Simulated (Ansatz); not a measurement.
Reaction (hydrogenolysis of a C–Cl bond): `F/C(Cl)=C(\F)Cl` + H₂ → `F/C=C(\F)Cl` + HCl

Calculated with Ansatz (gas phase, PBE0-D4/def2-TZVP geometries, no zero-point term in ΔE). CBS: MP2 limit from def2 TZ/QZ plus the TZ coupled-cluster correction, frozen cores. This one scheme is used for every species. Double bonds are as drawn, so ΔE can hold a change between cis and trans. DFT in def2-TZVPP.

`F/C(Cl)=C(\F)Cl`:

```xyz
6

F     1.437    1.040    0.333
C     0.428    0.437   -0.272
Cl    0.235    0.843   -1.902
C    -0.341   -0.413    0.402
F    -0.098   -0.655    1.679
Cl   -1.661   -1.252   -0.240
```

H₂:

```xyz
2

H     0.161   -0.277    0.191
H    -0.161    0.277   -0.191
```

`F/C=C(\F)Cl`:

Cartesian coordinates in Å:
```
F -1.028 -0.184 -1.488
C -0.689 0.003 -0.216
C 0.581 -0.007 0.158
F 1.571 -0.200 -0.693
Cl 1.073 0.227 1.769
H -1.509 0.160 0.469
```

HCl:

Cartesian coordinates in Å:
```
Cl -0.626 -0.073 0.106
H 0.626 0.073 -0.106
```

| level | ΔE (kcal/mol) |
| --- | --- |
| PBE-D4 | -18.8 |
| ωB97X-V | -21.7 |
| r2SCAN | -20.3 |
| PBE0 | -22.3 |
| CCSD/def2-TZVPP | -25.1 |
| CCSD(T)/def2-TZVPP | -23.3 |
| MP2/CBS(def2) | -20.7 |
| CCSD/CBS(def2) | -24.4 |

Q: What does CCSD(T)/CBS give? (Best estimate.)

A: Ansatz gave: -22.6 kcal/mol. The listed levels differ from it by 3.8, 0.9, 2.3, 0.3, -2.5, -0.7, 1.9, -1.8 kcal/mol.

Largest T1 diagnostic among the species: 0.012.

From PBE to PBE0 (25 % exact exchange), in def2-TZVPP and without D4, ΔE moves by −2.2 kcal/mol. The D4 term adds +2.1 kcal/mol with B3LYP and +1.1 kcal/mol with PBE0; it sums over pairs of atoms, weighted by their polarisabilities, and B3LYP, whose exchange is more repulsive, gets the larger term. In def2-TZVPP, CCSD(T) changes the Hartree–Fock value by +6.6 kcal/mol (the triples alone add +1.8 kcal/mol) and MP2 by +8.5 kcal/mol.

B3LYP here is the variant with VWN-RPA as its local correlation; programs differ in this.
